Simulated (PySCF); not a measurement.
Symmetry of computed structures. Theory: PBE0/pcSseg-1 in PySCF (dipole) on a GFN2-xTB geometry, gas phase. The symmetry is that of the one conformer found, every atom within 0.08 Å of its image; none is proved a minimum here.

(1) What symmetry has methylamine, `CN`?

(2) What symmetry has `[CH:1]#[C:2][CH2:3][P:4]([CH3:5])[CH:6]1[CH2:7][CH2:8]1` with C2–C3–P4–C5 -70°, C3–P4–C6–C7 -94°?

(3) Point group, rotor type and polarity of `[Cl:1][c:2]1[cH:3][cH:4][c:5]2[cH:6][cH:7][cH:8][n:9]2[cH:10]1`?

(4) `[CH2:1]=[CH:2][P:3]1[CH2:4][CH:5]=[C:6]([CH3:7])[CH2:8]1` with C1–C2–P3–C4 -135°, C2–P3–C4–C5 -78°, P3–C4–C5–C6 -14°, C5–C6–C8–P3 14°, C2–P3–C8–C6 78°: symmetry, top, dipole?

(5) What symmetry has `[CH2:1]=[C:2]=[C:3]=[CH:4][n:5]1[cH:6][cH:7][cH:8][c:9]1[Cl:10]` with C3–C4–N5–C6 0°?

(6) Point group, rotor type and polarity of `[CH3:1][C:2](=[S:3])[CH2:4][F:5]` with C1–C2–C4–F5 0°, H–C1–C2–S3 0° (nearest H)?

(7) What symmetry has `[CH3:1][C@H:2]1[CH2:3][P@@:4](=[O:5])([C:6]([F:7])=[C:8]([F:9])[F:10])[CH2:11]1` with C3–P4–C6–F7 -34°, C1–C2–C3–P4 103°, C2–C3–P4–O5 135°, C3–P4–C11–C2 -12°, C1–C2–C11–P4 -103°?

Answers

(1) Cs; near-prolate asymmetric top; symmetry number 1; 2 operations, which sort the 7 atoms into 5 sets; dipole 1.42 D, in the ac plane, which is the mirror.

(2) C1; near-prolate asymmetric top; symmetry number 1; this conformer is chiral (no improper operation); dipole 1.60 D; A, B, C = 3953, 940.8, 822.3 MHz.

(3) Cs; near-prolate asymmetric top; symmetry number 1; 2 operations, which sort the 16 atoms into 16 sets; dipole 0.89 D, in the ab plane, which is the mirror; heavy atoms equivalent by symmetry: none.

(4) C1; asymmetric top; symmetry number 1; this conformer is chiral (no improper operation); dipole 1.42 D; A, B, C = 3005, 1188, 1082 MHz.

(5) Cs; asymmetric top; symmetry number 1; 2 operations, which sort the 16 atoms into 16 sets; dipole 1.19 D, in the ab plane, which is the mirror; heavy atoms equivalent by symmetry: none.

(6) Cs; asymmetric top; symmetry number 1; 2 operations, which sort the 10 atoms into 8 sets; dipole 1.08 D, in the ab plane, which is the mirror; A, B, C = 7927, 2509, 1952 MHz.

(7) C1; asymmetric top; symmetry number 1; this conformer is chiral (no improper operation); dipole 4.22 D; A, B, C = 1352, 731.1, 664.7 MHz.
